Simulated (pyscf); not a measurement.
Structures and frequencies: ωB97X-D3(BJ)/def2-SVP in PySCF.

SMILES: [Cl][Mo]([F])([F])(=[S])[F]
```xyz
6

F      0.8090    -0.1123     0.1193
Mo    -1.0129    -0.1021    -0.0968
F     -0.7417    -1.6106    -1.1167
F     -2.5071     0.1341    -1.1346
S     -1.7414    -0.7240     1.7074
Cl    -0.9133     2.1597     0.0819
```

### Question
What is the homolytic dissociation enthalpy (298 K, ωB97M-D3(BJ)/def2-TZVP) of the Cl–Mo bond of F–Mo(F)(F)(=S)–Cl, to [F–Mo(F)(F)=S]• + Cl•?

### Answer
Cl–Mo to [F–Mo(F)(F)=S]• + Cl•: 63.4 kcal/mol. The 7 functionals that were run give +62.7 (M06-2X) to +77.8 kcal/mol (PBE). The radicals are drawn with the spin at the cut bond; how far it spreads was not checked. Other isomers of [F–Mo(F)(F)=S]• were not searched in full and may lie lower. Left out: the spin-orbit lowering of Cl. Open-shell species with a d-block atom are single-reference here; other states, and whether the spin sits on metal or ligand, were not checked. Elements past Kr carry the def2 core potentials, without spin-orbit coupling.
